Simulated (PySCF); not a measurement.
C3H6N2.
Atom-mapped SMILES: `[H]/[N:1]=[CH:2]\[C@@H:3]1[CH2:4][NH:5]1`

Geometry (PBE0-D3(BJ)/def2-SVP, Å), atoms numbered from 1 in this order:
```
atom  x, y, z in Å
N1     1.8081   -0.3482    0.4212
C2     1.1207    0.1243   -0.5302
C3    -0.3543   -0.0495   -0.6930
C4    -1.3006    0.5752    0.2734
N5    -0.9971   -0.8379    0.3396
H6     1.1709   -0.8916    1.0248
H7     1.6222    0.7307   -1.3042
H8    -0.7093   -0.1350   -1.7279
H9    -0.8984    1.1791    1.0943
H10   -2.2764    0.9014   -0.1041
H11   -1.7488   -1.4111   -0.0368
```

Probes without a nucleus sit at each ring's centroid and 1 Å off its mean plane on both sides; NICS is minus the shielding there, NICSzz its component along the normal. Level: GIAO HF/pcSseg-2 (PySCF, non-relativistic, gas phase) on the PBE0-D3(BJ)/def2-SVP geometry, one conformer.

Ring bond lengths (Å): C3–C4 1.490, C4–N5 1.447, N5–C3 1.449.

Q: What do the NICS probes read (ppm)?

A: 
```csv
ring,type,NICS(0),"NICS(1), two faces","NICS(1)zz, two faces",rms pucker (Å),"centre to ring atoms, mean (Å)"
C3–C4–N5,3-membered ring with N; formal bonds all single,-47.0,-8.1 / -8.2,-24.0 / -25.0,0.00,0.84
```

Q: What can be read from them?

A: 
- C3–C4–N5: mean NICS(1)zz -24.5 ppm, shielded. C3, C4 have four or more neighbours, so the value isn't read as a sign of a π ring current. NICS(0) lies 39 ppm below the mean NICS(1).

Q: List the ring angles.

A: 
- C3–C4–N5: C3 59.0°, C4 59.1°, N5 61.9°; sum 180.0° against 180° for a flat convex ring.

Q: What are the shieldings of the ring atoms and their hydrogens in the same run (means over atoms taken as equivalent)?

A: 
```csv
atoms,environment,σ isotropic (ppm),"principal values of the symmetric part, first atom (ppm)"
C3,sp3 carbon bound to nitrogen,165.5,"125.1, 155.4, 215.9"
C4,sp3 carbon bound to nitrogen,165.9,"135.9, 158.7, 203.2"
N5,secondary amine nitrogen,262.9,"192.3, 270.1, 326.3"
H8,methine hydrogen,29.60,"23.5, 27.0, 38.3"
H9,methylene hydrogen,30.51,"24.6, 27.9, 39.0"
H10,methylene hydrogen,30.01,"24.7, 25.9, 39.4"
H11,N–H hydrogen,31.89,"24.1, 24.2, 47.4"
```

Q: How do the values depend on the level or the medium?

A: 
| level | NICS(0), C3–C4–N5 | mean NICS(1)zz, C3–C4–N5 |
| --- | --- | --- |
| HF/pcSseg-2, gas | -47.0 | -24.5 |
| PBE0/pcSseg-1, gas | -45.6 | -23.1 |

The geometry is the same throughout.
